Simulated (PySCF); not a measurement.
**ClF at revPBE**

Level: revPBE. PySCF, spin-free X2C with a Gaussian nucleus, basis sets Cl x2c-TZVPPall, F x2c-TZVPPall.

For ClF, the state is ¹Σ⁺ (singlet), closed shell, the bond length is 1.660 Å and the harmonic wavenumber is 750 cm⁻¹. The force constant is 4.08 mdyn/Å and the rotational constant Be is 0.4967 cm⁻¹. The anharmonicity ωexe is 3.91 cm⁻¹ and the vibration–rotation constant αe is 0.00385 cm⁻¹. The well depth De to Cl + F is 65.4 kcal/mol and the dissociation energy D0 is 64.4 kcal/mol. The HOMO–LUMO gap is 3.23 eV, the bond order (Mayer) is 1.01 and the dipole moment (positive dipole means Cl(−)F(+)) is -0.90 D.
